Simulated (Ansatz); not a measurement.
Mg (model structure, started from the diamond type, Fd-3m, No. 227, 2 atoms in the cell)

Method: PBEsol (Ansatz, a program for electronic structure, PAW).

Numerical settings: plane-wave cutoff 500 eV, 20×20×20 k mesh, Fermi–Dirac smearing 0.1 eV, scalar-relativistic PAW data made under PBE.

Cell (relaxed at this level):

```
CELL_PARAMETERS angstrom
      0.00000     3.39023     3.39023
      3.39023     0.00000     3.39023
      3.39023     3.39023     0.00000
ATOMIC_POSITIONS crystal
  Mg 0.75000 0.75000 0.75000
  Mg 0.50000 0.50000 0.50000
```

band gap: zero (no gap)

Note: the relaxation could raise the start's symmetry but not lower it, so the cell can be a saddle point.

Cost on a shared machine: around 90 core-seconds (rough).

A model structure was made by putting elements into a prototype or built by hand; it is no filed structure, need not be a known phase, and can be a saddle point held by its symmetry.
